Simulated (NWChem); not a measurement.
**UBLYP/cc-pVDZ run of triplet C4H6**

We compute the energy of triplet C4H6. 

Program for the calculation: NWChem 7.3.0.

2 further runs of the same task are left out: 2 set aside as unsound or not needed.

### Step 1. The system as given

C4H6 has 10 atoms, charge 0, and is taken as a triplet. As SMILES of the parent species, `CC#CC`. The shape is that of a PBE0-D4/def2-TZVP optimisation. That shape belongs to the parent species and isn't relaxed for this state.

Bond lengths: C1–C2 1.451 Å, C2–C3 1.202 Å, C3–C4 1.451 Å, C1–H5 1.093 Å, C1–H6 1.093 Å, C1–H7 1.093 Å, C4–H8 1.093 Å, C4–H9 1.093 Å, C4–H10 1.093 Å. Some angles: C1–C2–C3 180.0°, C2–C3–C4 180.0°, C2–C1–H5 111.1°, C2–C1–H6 111.1°, C2–C1–H7 111.1°, C3–C4–H8 111.1°, C3–C4–H9 111.1°, C3–C4–H10 111.1°, H5–C1–H6 107.8°, H5–C1–H7 107.8°.

### Step 2. A single-point energy at UBLYP/cc-pVDZ

The input, job.nw:

```
start job
memory stack 880 mb heap 220 mb global 1100 mb

geometry units atomic noautosym nocenter noautoz
   C  -1.86780530  2.28902525 -2.49084800
   C  -0.53649325  0.66329387 -0.72867839
   C   0.56653989 -0.68313599  0.73037915
   C   1.89936373 -2.30830046  2.49198184
   H  -2.93965796  1.17767732 -3.86297814
   H  -3.19609379  3.52509511 -1.50384405
   H  -0.55047722  3.48597778 -3.53870114
   H   3.93629952 -2.25860066  2.15353189
   H   1.56885063 -1.71813899  4.44369098
   H   1.27651000 -4.26945823  2.31113505
end

basis spherical bse
   * library cc-pVDZ
end

dft
   xc becke88 lyp
   mult 3
   grid xfine
   convergence energy 1e-08
   iterations 100
   mulliken
end

task dft energy
```

Launch:

```sh
nwchem job.nw > job.out
```

What values should one expect? Wanted: total energy; dipole moment; HOMO energy; ⟨S²⟩.

Answer, from the run:

At UBLYP/cc-pVDZ:

```
                          quantity          value
                      total energy  -155.67908 Eh
                     dipole moment         0.23 D
HOMO energy (highest over α and β)       -0.10 eV
                              ⟨S²⟩          2.005
```

**Reading.** The run may have ended on a state above the lowest. The SCF solution is unstable: a lower one exists. Mulliken charges run from -0.20 on C2 to +0.13 on C1.
